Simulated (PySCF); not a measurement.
# Vibration and rotation of AlO⁻

RHF-CCSD(T) constants of AlO⁻, ¹Σ⁺ (singlet), closed shell (basis Al aug-cc-pV(D+d)Z, O aug-cc-pVDZ; no relativity; PySCF 2.14; masses 26.9815 and 15.9949 u):

```
ωe              : 911.0 cm⁻¹
ωexe            : 4.94 cm⁻¹
Be              : 0.6024 cm⁻¹
αe              : 0.00492 cm⁻¹
D (centrifugal) : 1.05e-06 cm⁻¹
```

Question: Estimate the standard entropy (1 bar) and heat capacity of the ideal gas at 1500 K, rigid rotor with B0 and harmonic oscillator at the fundamental.

Answer: Translation (Sackur–Tetrode, M = 42.98 u): 189.3 J/(mol K). Rotation: q = kT/(σB0) = 1740 with σ = 1, 70.3. Vibration: x = hcν0/kT = 0.864, 9.78. S° = 269.5 J/(mol K); Cp = 7R/2 + 7.82 = 36.9 J/(mol K).

Correlated steps freeze 6 core orbitals. The CCSD T1 diagnostic is raised, a sign that a single reference may not be enough here.
